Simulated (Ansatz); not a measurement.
The same path of BH3O + FH (7 atoms, charge 0, multiplicity 1) was run 3 times with different band settings. Lost on the way: F6–H7. Made: B1–F6, O2–H7.

Theory: RKS B3LYP/6-31G* (Ansatz 0.2.0).

Relaxed end points:

```xyz
7
Properties=species:S:1:pos:R:3
B -0.174 -0.410 -0.021
O -0.478 0.141 1.189
H -1.099 -0.379 1.722
H 0.586 0.202 -0.702
H -0.665 -1.453 -0.339
F 0.773 2.504 1.329
H 0.271 1.718 1.470
```

```xyz
7
Properties=species:S:1:pos:R:3
B -0.021 0.309 -0.113
O -0.102 -0.037 1.660
H -1.016 0.168 1.925
H 1.150 0.096 -0.286
H -0.842 -0.487 -0.489
F -0.405 1.626 -0.131
H 0.449 0.647 2.082
```

Common settings: movable images 5; climbing image yes; spring 5.0 eV/Å²; start path through a guess of the saddle point; iteration limit 60; end points relaxed.

| run | optimiser | force threshold | largest step |
| --- | --- | --- | --- |
| 1 | quadratic models (default) | 0.05 eV/Å | default |
| 2 | quadratic models (default) | 0.5 eV/Å | default |
| 3 | lbfgs | 0.05 eV/Å | 0.5 Å |

Task: What does each run give, and how far can it be trusted?

Result: Run 1: converged after 14 iterations, highest image 0.445 eV above the first end. A vibrational analysis at the climbing image gives one clearly imaginary mode, 816i cm⁻¹: a first-order saddle point.
Run 2: converged after 12 iterations, highest image 0.451 eV above the first end. The threshold of 0.5 eV/Å is loose, so the images may lie well off the minimum-energy path. The order of the stationary point at the top wasn't checked.
Run 3: converged after 49 iterations, highest image 0.445 eV above the first end. Another band between the same ends (5 images) ends at a top of the same energy, where a vibrational analysis finds 1 clearly imaginary mode.
The orbitals stay closed-shell, which can raise the energy where a bond breaks towards radicals; this wasn't checked here.
